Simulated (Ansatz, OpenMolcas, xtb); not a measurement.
A ladder of methods for SiCl2 (SMILES Cl[Si]Cl)

SiCl2 has 3 atoms, charge 0, and is taken as a singlet. SMILES: `Cl[Si]Cl`. The coordinates come from a PBE0-D4/def2-TZVP relaxation.

```xyz
3

Cl    0.2938    1.6038    0.3380
Si   -0.7701   -0.0104   -0.4220
Cl    0.4763   -1.5934    0.0840
```

Each level gives the electronic atomisation energy (eV). The values are calculated. Electronic energies at fixed atoms, without zero-point motion or spin-orbit coupling.

| level | kind | program | value (eV) | CPU time (all runs) |
| --- | --- | --- | --- | --- |
| GFN2-xTB | semi-empirical | xtb | 9.27 | under 2 s |
| HF/cc-pVTZ | Hartree–Fock | OpenMolcas | 6.20 | 19 s |
| SVWN5/cc-pVTZ | LDA | OpenMolcas | 10.35 | 29 s |
| revPBE/cc-pVTZ | GGA | OpenMolcas | 8.66 | 36 s |
| TPSS/cc-pVTZ | meta-GGA | OpenMolcas | 8.85 | 45 s |
| B3LYP/cc-pVTZ | global hybrid | OpenMolcas | 8.57 | 32 s |
| M06-2X/cc-pVTZ | hybrid meta-GGA | OpenMolcas | 9.08 | 41 s |
| FCI/STO-3G | exact in the basis | Ansatz | 9.08 | 0.56 s |

The values span 6.20 to 10.35 eV. The xTB rows lack spin polarisation, so open shells miss the exchange term that lowers them. High-level rows in very small sets aren't better than simpler rows in larger ones. CPU times are rough (shared hosts, several kinds of processor): they show what a rung costs within a factor of a few.
